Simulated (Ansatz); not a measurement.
Input for Ansatz (an electronic-structure program): R-MP2/aug-cc-pVTZ on BF3 (SMILES FB(F)F), atoms moved off the minimum.

Ansatz 0.2 input:
```yaml
crystal:
  periodic: [false, false, false]
  atoms:
    - {symbol: B, position_ang: [-0.13458792, 0.04088784, 0.14020358]}
    - {symbol: F, position_ang: [-1.15435047, -0.86319274, 0.13244452]}
    - {symbol: F, position_ang: [0.03055608, 1.02886641, -0.55215662]}
    - {symbol: F, position_ang: [1.11320113, -0.50156871, 0.55694199]}
basis:
  gaussian:
    orbitals: aug-cc-pVTZ
magnetization: {spin_polarized: false}
correlation: {method: mp2, electrons: outside_noble_gas}
scf: {lower_state_search: off}
output: {forces: true}
```

The head of its log:

```
WARN ansatz: RAYON_NUM_THREADS=6 ignored (pool sized by the plan → 6); use --threads N
Functional definition: HF
these checks for a lower state are left out or cut short: starts, cluster_reference, orbital_swaps, neighbouring_geometries, increment
integrals: 0.26 GiB planned
1146 factors; integrals over basis functions are off by at most 7.9e-4 eV
mean field: 0.50 GiB planned
mean field evaluation 1: about -8794.8267 eV, gradient 4.0e1 eV
mean field evaluation 2: about -8794.8272 eV, gradient 4.0e1 eV
mean field evaluation 4: about -8797.2800 eV, gradient 2.0e0 eV
mean field evaluation 8: about -8797.2920 eV, gradient 1.0e-4 eV
mean field -8797.29198705 eV, -323.2945175053 hartree, gradient 1.1e-6 eV, S^2 0.000000; 0 other end points of the search recorded, 0 dependent functions left out
4 core orbitals not correlated
reference -8797.29198705 eV, -323.2945175053 hartree; 12, 12 occupied and 168, 168 virtual orbitals, 1146 factors
densities: 0.61 GiB planned
```

Predict the final total energy.

-324.1573 hartree.
